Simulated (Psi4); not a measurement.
# doublet CH2BN+: levels of theory compared

Wanted: a comparison of 4 runs (U-r2SCAN/def2-TZVP, UBLYP/def2-TZVP, UPBE/def2-TZVP, USVWN5/def2-TZVP) of doublet CH2BN+. 

The results are computed with Psi4 1.11.

1 further run of the same task is left out (set aside as unsound or not needed).

### 1 The system as given

The species is CH2BN+ (5 atoms), meant as a doublet with charge +1. SMILES of the parent species: `BC#N`. The coordinates come from a PBE0-D4/def2-TZVP relaxation. That shape belongs to the parent species and isn't relaxed for this state.

Bond lengths: B1–C2 1.522 Å, C2–N3 1.154 Å, B1–H4 1.189 Å, B1–H5 1.189 Å. Angles: B1–C2–N3 180.0°, C2–B1–H4 118.9°, C2–B1–H5 118.9°, H4–B1–H5 122.2°.

### 2 A single-point energy at U-r2SCAN/def2-TZVP (run 1)

ch2bn.dat

```
memory 1.6 GB

molecule {
  1 2
  B     -0.41422797     0.83393614    -0.64609736
  C      0.66650640    -1.31657219     0.92728861
  N      1.48626960    -2.94721686     2.12065066
  H     -1.40652315     0.35413468    -2.60328671
  H     -0.23791652     2.93663440     0.12339912
  units au
  symmetry c1
  no_reorient
  no_com
}

set {
  basis                def2-TZVP
  reference            uks
  puream               true
  e_convergence        1e-09
  d_convergence        1e-08
  scf_type             pk
  dft_radial_points    99
  dft_spherical_points 590
  maxiter              200
}

e_tot, wfn = energy('r2scan', return_wfn=True)
oeprop(wfn, 'DIPOLE', 'QUADRUPOLE', 'MULLIKEN_CHARGES', title='R2SCAN')
```

On the command line:

```bash
$ psi4 ch2bn.dat ch2bn.out -n 1
```

ch2bn.out:

```text
[...]
  Running in c1 symmetry.
[...]
  Nuclear repulsion =   46.207232356449126
[...]
  Multiplicity = 2
[...]
  Nalpha       = 10
  Nbeta        = 9
[...]
    Number of basis functions: 105
[...]
   @UKS iter   1:  -118.29698584621238   -2.42238e-01   4.09350e-03 DIIS/ADIIS
[...]
   @UKS iter  15:  -118.39005005472147   -5.32907e-12   3.38705e-09 DIIS
[...]
   @S^2 Observed:                7.596605076E-01
[...]
  @UKS Final Energy:  -118.39005005472147
   => Energetics <=
    Nuclear Repulsion Energy =             46.2072323564491256
    One-Electron Energy =                -244.3430397804893346
    Two-Electron Energy =                  96.3888942165066425
    DFT Exchange-Correlation Energy =     -16.6431368471879217
    Empirical Dispersion Energy =           0.0000000000000000
    VV10 Nonlocal Energy =                  0.0000000000000000
    Total Energy =                       -118.3900500547214705
[...]
 Multipole Moments:
 ------------------------------------------------------------------------------------
     Multipole            Electronic (a.u.)      Nuclear  (a.u.)        Total (a.u.)
 ------------------------------------------------------------------------------------
 L = 1.  Multiply by 2.5417464519 to convert [e a0] to [Debye]
 Dipole X            :        -10.7501612           10.6873461           -0.0628152
 Dipole Y            :         21.2039020          -21.0695014            0.1344007
 Dipole Z            :        -14.8324750           14.6979119           -0.1345631
 Magnitude           :                                                    0.2002910
 L = 2.  Multiply by 1.3450342976 to convert [e a0^2] to [Debye ang]
 Quadrupole XX       :        -31.3522133           21.0212017          -10.3310117
 Quadrupole XY       :         38.3382017          -38.8515053           -0.5133036
[...]
  Mulliken Charges: (a.u.)
   Center  Symbol    Alpha    Beta     Spin     Total
       1     B     2.46784  2.37030  0.09753  0.16186
       2     C     2.96913  2.85259  0.11654  0.17827
       3     N     3.65288  3.13974  0.51315  0.20738
       4     H     0.45509  0.31865  0.13645  0.22626
       5     H     0.45506  0.31872  0.13634  0.22622
   Total alpha = 10.00000, Total beta =  9.00000, Total charge =  1.00000
    Psi4 run time: 0:01:08.63
```

It took 70 s on 1 thread of Intel Xeon Platinum 8275CL at 3.00GHz (Skylake/Cascade Lake), shared host; peak memory 0.66 GiB.

### 3 A single-point energy at UBLYP/def2-TZVP (run 2)

ch2bn.xyz

```xyz
5
CH2BN
B     -0.219200     0.441300    -0.341900
C      0.352700    -0.696700     0.490700
N      0.786500    -1.559600     1.122200
H     -0.744300     0.187400    -1.377600
H     -0.125900     1.554000     0.065300
```

calc.py

```python
import psi4

psi4.set_memory(1600000000)
psi4.set_num_threads(1)
psi4.set_output_file('ch2bn.out', False)

with open('ch2bn.xyz') as f:
    atoms = ''.join(f.readlines()[2:])
geom = psi4.geometry('1 2\n' + atoms + 'symmetry c1')

options = {'reference': 'uks', 'puream': True, 'e_convergence': 1e-09, 'd_convergence': 1e-08, 'scf_type': 'pk', 'dft_radial_points': 99, 'dft_spherical_points': 590, 'maxiter': 200}
psi4.set_options(options)

E, wfn = psi4.energy('blyp/def2-TZVP', return_wfn=True)
psi4.oeprop(wfn, 'WIBERG_LOWDIN_INDICES', 'MULLIKEN_CHARGES', 'DIPOLE')
print(f'blyp/def2-TZVP energy: {E:.10f} Eh')
for k, v in sorted(psi4.core.scalar_variables().items()):
    print(f'{k:45s} {v:18.10f}')
```

On the command line:

```bash
$ python calc.py
```

ch2bn.out:

```text
[...]
  Running in c1 symmetry.
[...]
  Nuclear repulsion =   46.207232349375985
[...]
  Multiplicity = 2
[...]
  Nalpha       = 10
  Nbeta        = 9
[...]
    Number of basis functions: 105
[...]
   @UKS iter   1:  -118.32195127335477   -1.76700e-01   4.72453e-03 ADIIS/DIIS
[...]
   @UKS iter  15:  -118.44092895984646   -1.40687e-12   6.44306e-09 DIIS
[...]
   @S^2 Observed:                7.544438091E-01
[...]
  @UKS Final Energy:  -118.44092895984646
   => Energetics <=
    Nuclear Repulsion Energy =             46.2072323493759853
    One-Electron Energy =                -244.4540588153784597
    Two-Electron Energy =                  96.5015127984598564
    DFT Exchange-Correlation Energy =     -16.6956152923038523
    Empirical Dispersion Energy =           0.0000000000000000
    VV10 Nonlocal Energy =                  0.0000000000000000
    Total Energy =                       -118.4409289598464596
[...]
 Multipole Moments:
 ------------------------------------------------------------------------------------
     Multipole            Electronic (a.u.)      Nuclear  (a.u.)        Total (a.u.)
 ------------------------------------------------------------------------------------
 L = 1.  Multiply by 2.5417464519 to convert [e a0] to [Debye]
 Dipole X            :          0.2211333           -0.8903588           -0.6692255
 Dipole Y            :         -0.4400066            1.7712034            1.3311968
 Dipole Z            :          0.3217564           -1.2960883           -0.9743320
 Magnitude           :                                                    1.7802445
[...]
  Mulliken Charges: (a.u.)
   Center  Symbol    Alpha    Beta     Spin     Total
       1     B     2.49206  2.35091  0.14115  0.15703
       2     C     2.99190  2.87720  0.11471  0.13090
       3     N     3.58794  3.12445  0.46349  0.28762
       4     H     0.46407  0.32369  0.14038  0.21224
       5     H     0.46403  0.32376  0.14027  0.21221
   Total alpha = 10.00000, Total beta =  9.00000, Total charge =  1.00000
  Wiberg Bond Indices using Orthogonal Lowdin Orbitals:
  Total Bond Index:
[...]
```

Standard output:

```text
blyp/def2-TZVP energy: -118.4409289598 Eh
CURRENT ENERGY                                   -118.4409289598
CURRENT REFERENCE ENERGY                         -118.4409289598
DD SOLVATION ENERGY                                 0.0000000000
DFT FUNCTIONAL TOTAL ENERGY                      -118.4409289598
DFT TOTAL ENERGY                                 -118.4409289598
DFT VV10 ENERGY                                     0.0000000000
DFT XC ENERGY                                     -16.6956152923
GRID ELECTRONS ALPHA                                9.9999999774
GRID ELECTRONS BETA                                 8.9999999643
GRID ELECTRONS TOTAL                               18.9999999417
NUCLEAR REPULSION ENERGY                           46.2072323494
ONE-ELECTRON ENERGY                              -244.4540588154
PCM POLARIZATION ENERGY                             0.0000000000
PE ENERGY                                           0.0000000000
SCF ITERATION ENERGY                             -118.4409289598
SCF ITERATIONS                                     15.0000000000
SCF TOTAL ENERGY                                 -118.4409289598
TWO-ELECTRON ENERGY                                96.5015127985
XC GRID RADIAL POINTS                              99.0000000000
XC GRID SPHERICAL POINTS                          590.0000000000
XC GRID TOTAL POINTS                           281416.0000000000
```

Wall time 29 s (1 thread of Intel Xeon Platinum 8275CL at 3.00GHz (Skylake/Cascade Lake), shared host); peak memory 0.64 GiB.

Run 3 isn't shown in full; the table further down has it.

### 4 A single-point energy at USVWN5/def2-TZVP (run 4)

ch2bn.xyz is that of step 3.

ch2bn.py

```python
import psi4

psi4.set_memory(1600000000)
psi4.set_num_threads(1)
psi4.set_output_file('ch2bn.out', False)

with open('ch2bn.xyz') as f:
    atoms = ''.join(f.readlines()[2:])
m = psi4.geometry('1 2\n' + atoms + 'symmetry c1')

options = {'basis': 'def2-TZVP', 'reference': 'uks', 'puream': True, 'e_convergence': 1e-09, 'd_convergence': 1e-08, 'scf_type': 'pk', 'dft_radial_points': 99, 'dft_spherical_points': 590, 'maxiter': 200}
psi4.set_options(options)

e, wfn = psi4.energy('scf', dft_functional={"name": "SVWN5", "x_functionals": {"LDA_X": {}}, "c_functionals": {"LDA_C_VWN": {}}}, return_wfn=True)
psi4.oeprop(wfn, 'MAYER_INDICES', 'WIBERG_LOWDIN_INDICES', 'DIPOLE', title='SCF')
print('E =', round(e, 9))
```

On the command line:

```bash
$ python ch2bn.py
```

ch2bn.out:

```text
[...]
  Running in c1 symmetry.
[...]
  Nuclear repulsion =   46.207232349375985
[...]
  Multiplicity = 2
[...]
  Nalpha       = 10
  Nbeta        = 9
[...]
    Number of basis functions: 105
[...]
   @UKS iter   1:  -117.23417419566401   -1.26445e-01   4.77278e-03 ADIIS/DIIS
[...]
   @UKS iter  15:  -117.35783289581605   -1.81899e-12   3.51598e-09 DIIS
[...]
   @S^2 Observed:                7.529802686E-01
[...]
    Orbital Energies [Eh]
    ---------------------
    Alpha Occupied:
       1A    -14.218281     2A    -10.139786     3A     -6.797637
       4A     -1.167386     5A     -0.853291     6A     -0.696919
       7A     -0.680265     8A     -0.641377     9A     -0.622763
      10A     -0.619050
    Alpha Virtual:
      11A     -0.443210    12A     -0.330007    13A     -0.256225
      14A     -0.177079    15A     -0.143308    16A     -0.130662
      17A     -0.116893    18A     -0.095560    19A     -0.075416
      20A     -0.054628    21A      0.025548    22A      0.029688
      23A      0.041918    24A      0.073812    25A      0.110174
[...]
  @UKS Final Energy:  -117.35783289581605
   => Energetics <=
    Nuclear Repulsion Energy =             46.2072323493759853
    One-Electron Energy =                -244.3834471755072286
    Two-Electron Energy =                  96.3418128546010166
    DFT Exchange-Correlation Energy =     -15.5234309242858277
    Empirical Dispersion Energy =           0.0000000000000000
    VV10 Nonlocal Energy =                  0.0000000000000000
    Total Energy =                       -117.3578328958160455
[...]
 Multipole Moments:
 ------------------------------------------------------------------------------------
     Multipole            Electronic (a.u.)      Nuclear  (a.u.)        Total (a.u.)
 ------------------------------------------------------------------------------------
 L = 1.  Multiply by 2.5417464519 to convert [e a0] to [Debye]
 Dipole X            :          0.1666162           -0.8903588           -0.7237426
 Dipole Y            :         -0.3315769            1.7712034            1.4396265
 Dipole Z            :          0.2423889           -1.2960883           -1.0536994
 Magnitude           :                                                    1.9252559
[...]
```

Standard output:

```text
E = -117.357832896
```

It took 19 s on 1 thread of Intel Xeon Platinum 8275CL at 3.00GHz (Skylake/Cascade Lake), shared host; peak memory 0.64 GiB.

### 5 The series

| run | level | task | energy (Eh) | HOMO energy (eV) | LUMO energy (eV) | ⟨S²⟩ | wall time |
| --- | --- | --- | --- | --- | --- | --- | --- |
| 1 | U-r2SCAN/def2-TZVP | energy | -118.390050 | -17.11 | -15.59 | 0.760 | 70 s |
| 2 | UBLYP/def2-TZVP | energy | -118.440929 | -16.49 | -15.67 | 0.754 | 29 s |
| 3 | UPBE/def2-TZVP | gradient | -118.306837 | -16.54 | -15.78 | 0.754 | 42 s |
| 4 | USVWN5/def2-TZVP | energy | -117.357833 | -16.46 | -16.01 | 0.753 | 19 s |

### 6 Summary of results

| quantity | value |
| --- | --- |
| run 4: total energy | -117.35783 Eh |
| run 4: HOMO energy (highest over α and β) | -16.46 eV |
| run 4: LUMO energy (lowest over α and β) | -16.01 eV |
| run 4: ⟨S²⟩ | 0.753 |

In words: Totals of different functionals can't be ranked against each other. All runs together took 2.7 min, the longest 70 s.
